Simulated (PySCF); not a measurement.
Gas-phase thermal properties of PO2

Computed with PySCF (xtb for GFN2) and rigid-rotor harmonic-oscillator thermochemistry at 1 bar. The comparison is the NASA 1993 polynomial table, which mixes measured and estimated data. 6-31G* has spherical d functions here. Open shells (unrestricted): PO2 (multiplicity 2). GFN2 has no spin-polarisation term. B3LYP is the form with VWN-RPA correlation. The harmonic model lacks anharmonicity and excited electronic states, which grow with temperature; levels with a mode under 35 cm⁻¹ are left out. The table's entry may be an old estimate for PO2 (not checked at source).

```
level           point group  σ  ZPE (kJ/mol)  S°298 (J/mol/K)  Cp298 (J/mol/K)  S°1000 (J/mol/K)  H1000 − H298 (kJ/mol)
--------------  -----------  -  ------------  ---------------  ---------------  ----------------  ---------------------
table                     -  -             -            253.7             41.4             313.4                   35.6
B3LYP/6-31G*            C2v  2          16.3            255.3             41.5             314.0                   35.0
GFN2-xTB                C2v  2          17.0            254.8             40.7             313.0                   34.7
HF/6-31G*               C2v  2          18.6            253.1             40.1             310.1                   34.0
PBE/def2-SVP            C2v  2          15.7            256.0             42.0             315.3                   35.3
PBE0/def2-TZVP          C2v  2          17.2            254.3             41.1             312.4                   34.6
```
σ: rotational symmetry number. Electronic degeneracy used: 2. Frequencies are unscaled.
